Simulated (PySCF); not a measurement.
Input of a run (PBE0-D3(BJ)/def2-SVP geometry optimisation, gas phase (PySCF 2.14.0)), started from GFN2-xTB:
```
{"job": {"xc": "PBE0", "basis": "def2-SVP", "d3": "d3bj", "grid": 1, "shake": 0.01, "kind": "geom"}, "charge": -3, "multiplicity": 1}
S      0.079790    -0.340770     2.029120
P     -0.004120    -0.003530    -0.005540
S     -0.215020     2.008120    -0.387150
S      1.773290    -0.685370    -0.856400
S     -1.600370    -1.012420    -0.817930
```

Output (energies in Eh, forces in Eh/bohr):
```
step   0  E = -1932.62089736  max force = 0.015732
step   1  E = -1932.62296262  max force = 0.000496
step   2  E = -1932.62296453  max force = 0.000400
optimisation converged
```

Problem. Summarise the run.

Solution. The energy falls by 0.056 eV over 3 energy and gradient evaluations, the largest force component goes from 0.0157 to 4.0e-04 Eh/bohr, and the atoms move by 0.036 Å rms after alignment. The bond that changes most is P2–S5 (ends: phosphorus bonded to 4 S; sulfur bonded to P), which lengthens by 0.047 Å. Bonds longer at the end by more than 0.005 Å: 4 of 4; shorter: 0. The energy never rose by more than 1e-6 Eh on the way. The first step brought 100 % of the lowering.

Problem. What are the final bond lengths?

Solution. S1=P2 2.102 Å, P2–S3 2.102 Å, P2–S4 2.102 Å, P2–S5 2.102 Å. Numbering counts from 1 in the input's order; the species is `S=P([S-])([S-])[S-]`.

The run used 90 basis functions and 20 SCF cycles in all. Time: 10 s; peak memory 0.38 GiB. Hardware: Arm Neoverse V1, one thread, shared host.

Stationary, but not proved a minimum. Whether so highly charged an anion holds all its electrons in the gas phase wasn't checked; a finite basis holds them in any case. No counter-ion or solvent screens the charge of this multiply charged ion. The geometry's basis has no diffuse functions, a weakness for an anion.
